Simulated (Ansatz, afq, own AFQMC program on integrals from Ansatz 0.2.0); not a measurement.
## Where AFQMC and coupled cluster stand for GeH, doublet

```xyz
2

Ge   -0.5949    0.4218   -0.2753
H    -0.1862   -1.1290   -0.2286
```

Basis def2-TZVP. Noble-gas cores (and the filled d shells of Ga–Kr and In–Xe) are frozen. Integrals, coupled cluster, full CI and functionals: Ansatz 0.2.0; the random walks run on the same integrals in our own AFQMC program. ph-AFQMC/CISD is guided by a CISD state made of CCSD amplitudes; releasing the constraint for a short imaginary time cuts its bias at the price of noise, slowly where states lie close. Error bars are statistical, one sigma. No spin–orbit coupling.

Determinant: UHF, the one that the program's search chose, which needn't be the lowest solution. The geometry is a PBE0/def2-SVP stationary point of this or a neighbouring charge and spin state.

Full CI on the same integrals is exact in this basis and with this determinant's frozen core.

Cautions: no relativity below Rb; no spin-orbit coupling; inner d shell frozen.

```
T1 diagnostic                               : 0.0155
weight of the determinant in the CISD state : 0.927
⟨S²⟩ of the determinant                     : 0.765
size of the correlated space                : 5 electrons in 40 orbitals
```

Task: Estimate: order these by the size of their error in total energy against full CI, smallest first.
A. CCSD(T)
B. phaseless AFQMC with a CISD trial
C. CCSDT
D. CCSD

Result: C (0.04 kcal/mol), B (0.15 ± 0.02 kcal/mol), A (0.41 kcal/mol), D (1.91 kcal/mol).

Reference: full CI, correlation energy -2.628 eV.

A walk keeps the symmetry of its determinant, which the program's search chose and which needn't be the lowest solution, so a lower state of the same spin and another symmetry isn't excluded.
